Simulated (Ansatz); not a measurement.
**Worked example: correlation energy of H2Si–GeH3⁺, singlet**

Geometry: that of the H2Si–GeH3, doublet, kept fixed.

```yaml
atoms:
  - { symbol: Si, position_ang: [-0.0815, 0.0000, 1.6989] }
  - { symbol: Ge, position_ang: [0.0162, 0.0000, -0.6709] }
  - { symbol: H, position_ang: [0.5131, -1.2169, 2.3175] }
  - { symbol: H, position_ang: [0.5131, 1.2169, 2.3175] }
  - { symbol: H, position_ang: [-0.6949, 1.2490, -1.2159] }
  - { symbol: H, position_ang: [1.4662, 0.0000, -1.1928] }
  - { symbol: H, position_ang: [-0.6949, -1.2490, -1.2159] }
```

Basis cc-pVDZ; Ansatz 0.2.0. Correlated methods freeze the noble-gas cores and the filled d shells of p-block atoms, which leaves 12 electrons in 51 orbitals. R marks a restricted (for open shells ROHF) determinant. No spin–orbit coupling is included, and no scalar relativity.

Full CI isn't at hand for all of this; RCCSDT(Q) serves as the reference, and is uncertain by about the last step of the cluster series.

Runs differ by some tens of microhartree through their thresholds, so steps under 0.03 kcal/mol mean nothing.

```
    level  total energy (hartree)
      RHF            -2366.839054
     RMP2            -2367.018209
    RCCSD            -2367.064993
 RCCSD(T)            -2367.070383
   RCCSDT            -2367.071605
RCCSDT(Q)            -2367.071822
```

Q: What is the correlation energy at RCCSDT(Q), and what share of it do RMP2 and RCCSD recover?

A: E(corr) = -2367.071822 − (-2366.839054) = -0.232768 hartree = -6.334 eV. RMP2: -0.179155 / -0.232768 = 76.97 %. RCCSD: -0.225939 / -0.232768 = 97.07 %.

Q: By how many kcal/mol does RCCSD(T) miss RCCSDT(Q) (1 hartree = 627.509 kcal/mol), and which steps make up the rest?

A: -2367.070383 − (-2367.071822) = 0.001439 hartree = 0.90 kcal/mol. Steps: RCCSDT − RCCSD(T) = -0.77, RCCSDT(Q) − RCCSDT = -0.14 kcal/mol. Differences between like states or geometries often cancel part of this.
